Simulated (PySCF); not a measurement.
Compound: C₂H₇O₂P.
Atom-mapped SMILES: `[CH3:1][P:2]([CH3:3])(=[O:4])[OH:5]` (hydrogens: H6, H7, H8 on C1; H9, H10, H11 on C3; H12 on O5)

Level: wB97X-D/pcSseg-2 in PySCF, non-relativistic, on one gas-phase PBE0-D3(BJ)/def2-TZVP geometry that isn't relaxed in the solvent. The solvent is an IEF-PCM continuum (Bondi radii, 1.10 Å for H, scaled by 1.2). Only the electrostatic response of the medium enters.

Gas phase at wB97X-D/pcSseg-2: HOMO -9.81 eV, LUMO 1.97 eV, dipole 2.99 D.

Problem. What does the continuum do to the energy, the frontier levels and the dipole at wB97X-D/pcSseg-2 in chloroform?

Solution. 
```
   solvent      ε  E(solvent) − E(gas) (kJ/mol)  polarisation term (kJ/mol)  distortion of the solute (kJ/mol)  HOMO (eV)  LUMO (eV)  dipole (D)
chloroform  4.711                        -34.30                      -37.89                               3.59      -9.96       2.23        3.64
```

Polarisation term: ½ Σ q·V over the induced surface charges. Distortion: the rise of the solute's own energy as its density leaves the gas-phase optimum.

Problem. Which radius a makes the point-dipole formula ΔE = −[(ε − 1)/(2ε + 1)]·μ²/a³ give the value in chloroform, with the gas-phase dipole?

Solution. μ = 1.175 au and |ΔE| = 0.01306 Eh give a = 1.77 Å; the farthest nucleus lies 2.48 Å from the centroid of the nuclei, so such a sphere wouldn't even hold the nuclei. The formula assumes a rigid point dipole at the centre of a sphere.

Shape of the structure used: `[CH3:1][P:2]([CH3:3])(=[O:4])[OH:5]`: H–O5–P2–C1 -129°.

wB97X-D is run here without its empirical dispersion term; that term would change no orbital, density or response property at a fixed geometry.
